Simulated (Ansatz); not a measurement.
Species: CF₄, charge 0, singlet. CF4 (SMILES FC(F)(F)F).
B3LYP-D3(BJ)/def2-TZVP minimum from Ansatz (a program for electronic structure):
```
C
F 1 1.3260
F 1 1.3260 2 109.47
F 1 1.3260 2 109.47 3 120.00
F 1 1.3260 2 109.47 4 120.00
```
Charge 0, spin multiplicity 1.

Hartree-Fock and MP2 correlation energies in hartree (Ansatz). UHF or UKS for unpaired electrons; spin-orbit terms are left out. Cores are frozen in correlated methods. No relativity.

```tsv
basis	X	E(HF)	E(corr, MP2)
cc-pVTZ	3	-435.81322	-1.15265
cc-pVQZ	4	-435.84829	-1.25701
cc-pV5Z	5	-435.85781	withheld
```

Fit E(corr) = E∞ + A/X³ to X = 3 and 4, predict X = 5, and compare with the run.

A = (-1.15265 - (-1.25701))/(1/27 - 1/64) = 4.8739; E∞ = -1.25701 - A/64 = -1.33316; at X = 5, E∞ + A/125 = -1.29417. The run gave -1.30096, 6.79 mEh below the prediction. The same form on X = 4 and 5 gives E∞ = -1.34707, 13.91 mEh below the first estimate.
